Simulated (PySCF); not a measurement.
**CH5Al (SMILES [CH3][AlH2]): levels of theory compared**

Wanted: a comparison of 6 runs (B2PLYP/STO-6G, SVWN5/STO-6G, r2SCAN/STO-6G, wB97X-V/STO-6G, CCSDTQ/STO-6G, NEVPT2(2,2)/STO-6G) of CH5Al. The job is set up through a Python script.

The calculation is run with PySCF 2.14.0.

### 1 The molecule

CH5Al has 7 atoms, charge 0, and is taken as a singlet. As SMILES, `[CH3][AlH2]`. The C1–H5 distance was set to 1.640 Å, away from the relaxed value. At this shape a bond of the SMILES string is far longer than usual.

Bond lengths: C1–Al2 1.950 Å, C1–H3 1.093 Å, C1–H4 1.097 Å, Al2–H6 1.590 Å, Al2–H7 1.590 Å. Angles: C1–Al2–H6 120.6°, C1–Al2–H7 120.6°, Al2–C1–H3 112.6°, Al2–C1–H4 109.5°, H6–Al2–H7 118.8°, H3–C1–H4 106.7°. A long bond or contact: C1–H5 1.640 Å.

### 2 The energy at B2PLYP/STO-6G (run 1)

Contents of input.py:

```python
from pyscf import gto, dft, mp

mol = gto.M(
    atom=[
    ('C', (-0.769470, -0.330627, -0.105434)),
    ('Al', (0.241930, 1.143273, 0.674766)),
    ('H', (-1.384070, -0.854627, 0.630866)),
    ('H', (-1.455370, 0.058573, -0.868134)),
    ('H', (0.193400, -1.425500, -0.855600)),
    ('H', (-0.304970, 1.914273, 1.953466)),
    ('H', (1.613830, 1.616573, 0.024666)),
],
    verbose=3,
    max_memory=1860,
    spin=0,
    basis='sto-6g',
)

mf = dft.RKS(mol, xc='0.53*HF + 0.47*B88, 0.73*LYP')
mf.conv_tol = 1e-10
mf.grids.level = 5
mf.kernel()
if not mf.converged:
    mf = mf.newton().run(mf.mo_coeff, mf.mo_occ)

pt = mp.MP2(mf, frozen=6).run()
e_tot = mf.e_tot + 0.27 * pt.e_corr
print('PT2 part  %.8f' % (0.27 * pt.e_corr))
print('E = %.10f Eh' % e_tot)
```

On the command line:

```console
$ OMP_NUM_THREADS=1 python input.py
```

What it wrote:

```text
converged SCF energy = -282.139991639635
E(RMP2) = -282.280637589908  E_corr = -0.14064595027324
E(SCS-RMP2) = -282.298917226479  E_corr = -0.158925586843544
PT2 part  -0.03797441
E = -282.1779660462 Eh
```

Run time: 3.9 s. Hardware: 1 thread of Arm Neoverse V1, shared host; peak memory 0.2 GiB.

### 3 A single-point energy at SVWN5/STO-6G (run 2)

Contents of job.py:

```python
from pyscf import gto, dft

mol = gto.Mole()
mol.atom = '''
C   -0.769470  -0.330627  -0.105434
Al   0.241930   1.143273   0.674766
H   -1.384070  -0.854627   0.630866
H   -1.455370   0.058573  -0.868134
H    0.193400  -1.425500  -0.855600
H   -0.304970   1.914273   1.953466
H    1.613830   1.616573   0.024666
'''
mol.basis = 'sto-6g'
mol.verbose = 3
mol.charge = 0
mol.max_memory = 1860
mol.build()

mf = dft.RKS(mol)
mf.xc = 'svwn'
mf.conv_tol = 1e-10
mf.grids.level = 5
mf.kernel()
if not mf.converged:
    mf = mf.newton().run(mf.mo_coeff, mf.mo_occ)

etot = mf.e_tot
print('E(%s) = %.9f' % ('SVWN5', etot))
```

On the command line:

```console
$ OMP_NUM_THREADS=1 python job.py
```

What it wrote:

```text
converged SCF energy = -280.879433545777
E(SVWN5) = -280.879433546
```

Run time: 3.3 s. Hardware: 1 thread of Arm Neoverse V1, shared host; peak memory 0.15 GiB.

Run 3 isn't shown in full; the table further down has it.

### 4 The energy at wB97X-V/STO-6G (run 4)

Contents of job.py:

```python
from pyscf import gto, dft

system = gto.M(
    atom='''
C     -1.454088    -0.624794    -0.199241
Al     0.457181     2.160473     1.275123
H     -2.615513    -1.615011     1.192164
H     -2.750251     0.110687    -1.640535
H      0.365473    -2.693805    -1.616850
H     -0.576310     3.617452     3.691516
H      3.049697     3.054880     0.046612
''',
    charge=0,
    max_memory=1860,
    basis='sto-6g',
    unit='bohr',
    verbose=3,
)

mf = dft.RKS(system)
mf.xc = 'wb97x-v'
mf.conv_tol = 1e-10
mf.nlcgrids.level = 1
mf.grids.level = 5
mf.kernel()
if not mf.converged:
    mf = mf.newton().run(mf.mo_coeff, mf.mo_occ)

e_tot = mf.e_tot
print('Final energy', e_tot)
```

On the command line:

```console
$ OMP_NUM_THREADS=1 python job.py
```

What it wrote:

```text
converged SCF energy = -282.347371575102
Final energy -282.3473715751022
```

Run time: 29 s. Hardware: 1 thread of Arm Neoverse V1, shared host; peak memory 0.2 GiB.

Run 5 isn't shown in full; the table further down has it.

### 5 A single-point energy at NEVPT2(2,2)/STO-6G (run 6)

Contents of input.py:

```python
import numpy
from pyscf import gto, scf, mp, mcscf, mrpt

mol = gto.M(
    atom='''
C     -0.769470    -0.330627    -0.105434
Al     0.241930     1.143273     0.674766
H     -1.384070    -0.854627     0.630866
H     -1.455370     0.058573    -0.868134
H      0.193400    -1.425500    -0.855600
H     -0.304970     1.914273     1.953466
H      1.613830     1.616573     0.024666
''',
    charge=0,
    basis='sto-6g',
    verbose=3,
    max_memory=1860,
)

mf = mol.RHF()
mf.conv_tol = 1e-10
mf.kernel()
if not mf.converged:
    mf = mf.newton().run(mf.mo_coeff, mf.mo_occ)

pt = mp.MP2(scf.addons.convert_to_uhf(mf)).run()
noons, natorbs = mcscf.addons.make_natural_orbitals(pt)
print('natural occupations', numpy.round(noons[:40], 4))
cas = mcscf.CASSCF(mf, 2, 2)
cas.fix_spin_(ss=0.0)
cas.natorb = True
cas.kernel(natorbs)
e_pt2 = mrpt.NEVPT(cas).kernel()
e_final = cas.e_tot + e_pt2
print('E = %.10f Eh' % e_final)
```

On the command line:

```console
$ OMP_NUM_THREADS=1 python input.py
```

What it wrote:

```text
converged SCF energy = -281.546063318034
E(UMP2) = -281.662427232194  E_corr = -0.116363914160594
E(SCS-UMP2) = -281.675902713669  E_corr = -0.129839395635132
natural occupations [2.     2.     1.9998 1.9995 1.9994 1.9992 1.9901 1.988  1.9858 1.9855
 1.9812 1.9539 0.0464 0.0216 0.0136 0.0122 0.0104 0.01   0.0035]
CASSCF energy = -281.595710955230
CASCI E = -281.595710955230  E(CI) = -1.32253442416891  S^2 = 0.0000000
Sr    (-1)',   E = -0.00000000002516
Si    (+1)',   E = -0.00000000013978
Sijrs (0)  ,   E = -0.07102515230017
Sijr  (+1) ,   E = -0.00185168347714
Srsi  (-1) ,   E = -0.00219767966654
Srs   (-2) ,   E = -0.00011523599093
Sij   (+2) ,   E = -0.00042119591331
Sir   (0)' ,   E = -0.00845567614626
Nevpt2 Energy = -0.084066623659285
E = -281.6797775789 Eh
```

It took 1.1 s on 1 thread of Arm Neoverse V1, shared host; peak memory 0.12 GiB.

### 6 Overview of the runs

```csv
run,level,frozen core orbitals,nlc grid,energy (Eh),dipole moment (D) of the reference,HOMO energy (eV),LUMO energy (eV),wall time
1,B2PLYP/STO-6G,6,–,-282.177966,0.55,-6.69,5.49,3.9 s
2,SVWN5/STO-6G,–,–,-280.879434,0.36,-4.06,2.63,3.3 s
3,r2SCAN/STO-6G,–,–,-282.351255,0.49,-4.58,2.89,5.4 s
4,wB97X-V/STO-6G,–,1,-282.347372,0.50,-7.97,6.33,29 s
5,CCSDTQ/STO-6G,6,–,-281.700875,0.65,-8.50,8.44,33 s
6,"NEVPT2(2,2)/STO-6G",–,–,-281.679778,0.65,-8.50,8.44,1.1 s
```

### 7 Results

| quantity | value |
| --- | --- |
| run 6: total energy | -281.67978 Eh |
| run 6: dipole moment (Hartree–Fock density) | 0.65 D |
| run 6: HOMO energy (Hartree–Fock orbitals) | -8.50 eV |
| run 6: LUMO energy (Hartree–Fock orbitals) | 8.44 eV |
| run 6: HOMO–LUMO gap (Hartree–Fock orbitals) | 16.94 eV |

In words: Over runs 1, 2, 3, 4 the dipole moment (its size) runs from 0.36 D (SVWN5/STO-6G) to 0.55 D (B2PLYP/STO-6G). A double hybrid's value is that of its SCF part. Over runs 1, 2, 3, 4 the HOMO–LUMO gap runs from 6.69 eV (SVWN5/STO-6G) to 14.30 eV (wB97X-V/STO-6G). Totals of different functionals can't be ranked against each other. In runs 1, 2, 3, 4, 5, 6 the basis is minimal, so the values are rough. All runs together took 76 s, the longest 33 s.
